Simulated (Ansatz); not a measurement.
in.yaml

```yaml
crystal:
  periodic: [false, false, false]
  atoms:
    - {symbol: Ga, position_ang: [0.000000, 0.059913, 0.000000]}
    - {symbol: H, position_ang: [0.000000, -4.841765, 0.000000]}
    - {symbol: H, position_ang: [0.000000, 0.348691, -3.611757]}
    - {symbol: H, position_ang: [0.000000, 0.348691, 3.611757]}
basis:
  gaussian: {orbitals: cc-pVDZ}
total_charge: 1
magnetization: {spin_polarized: false, initial_magnetization: 1}
correlation: {method: sc_nevpt2, electrons: valence, active_space: {window: {electrons: 3, orbitals: 3}, states: [{multiplicity: 3, weights: [1, 1, 1, 1, 1, 1, 1, 1, 1, 1, 1, 1, 1, 1, 1, 1, 1, 1, 1, 1, 1, 1, 1, 1, 1, 1, 1, 1, 1, 1]}]}}
```

```sh
$ ansatz run in.yaml --threads 1 --pin off --events-out ev --progress --plain --max-ram 2393MiB
```

(1) One thing in this input was set wrong on purpose, beside settings that are merely unusual. What is the gravest fault, and what does the program do?

## Answers

(1) Impossible set of states or weights. How the run ends: stopped by an error.
```
722 factors; integrals over basis functions are off by at most 2.4e-7 eV
mean field evaluation 1: about -52356.3554 eV, gradient 6.9e0 eV
mean field evaluation 2: about -52356.3581 eV, gradient 6.9e0 eV
mean field evaluation 4: about -52352.2474 eV, gradient 1.8e1 eV
mean field evaluation 8: about -52361.7543 eV, gradient 5.4e-2 eV
mean field evaluation 16: about -52361.0229 eV, gradient 7.7e-3 eV
mean field evaluation 32: about -52359.5712 eV, gradient 8.6e-2 eV
mean field -52361.75362124 eV, -1924.2589535091 hartree, gradient 7.8e-7 eV, S^2 0.750000; 3 other end points of the search recorded, 0 dependent functions left out
reference -52361.75362124 eV, -1924.2589535091 hartree; 17, 16 occupied and 25, 26 virtual orbitals, 722 factors
Error: 3 electrons in 3 orbitals have no state of multiplicity 3
```
